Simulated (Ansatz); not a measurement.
**H2O− (doublet): from a generated start to a stationary point**

Aim: relax a generated start of H2O− (doublet) and see which bonds hold.

Computed with Ansatz 0.2.0, Gaussian basis. Level: UKS PBE0/def2-TZVPD.

### 1 The starting structure

3 atoms, charge -1, spin multiplicity 2.

Atoms are counted from 1 here; the program's logs count them from 0.

Bond lengths: O1–H2 0.970 Å, O1–H3 0.970 Å. Angles: H2–O1–H3 106.3°.

The start was built by rule and, where that kept it together, relaxed with GFN2-xTB. Sticks and bond lists go by distance. 

### 2 The run

The input, in.yaml:

```yaml
crystal:
  periodic: [false, false, false]
  atoms:
    - {symbol: O, position_ang: [0.000000, 0.000000, -0.065125]}
    - {symbol: H, position_ang: [0.000000, 0.776000, 0.516875]}
    - {symbol: H, position_ang: [0.000000, -0.776000, 0.516875]}
basis:
  gaussian: {orbitals: def2-TZVPD}
total_charge: -1
magnetization: {spin_polarized: true, initial_magnetization: 1}
hamiltonian: {xc: pbe0}
relax: {f_tol: 0.004, max_steps: 80}
```

On the command line:

```bash
> ansatz run in.yaml --threads 1 --pin off --events-out ev --progress --plain --max-ram 1740MiB
```

Q: Predict the outcome of this session. Wanted: energy gained; shift from the start; total energy; ⟨S²⟩.

The runs gave:

| quantity | value |
| --- | --- |
| steps | 5 |
| energy gained | 0.013 eV |
| shift from the start (rms) | 0.022 Å |
| total energy | -2077.0461 eV |
| ⟨S²⟩ | 0.750 |

The bonds of the start are those of the end. O1–H3 went from 0.970 to 0.977 Å. No vibrations were run, so this is a stationary point, not a proven minimum, and this spin need not be the ground state's.
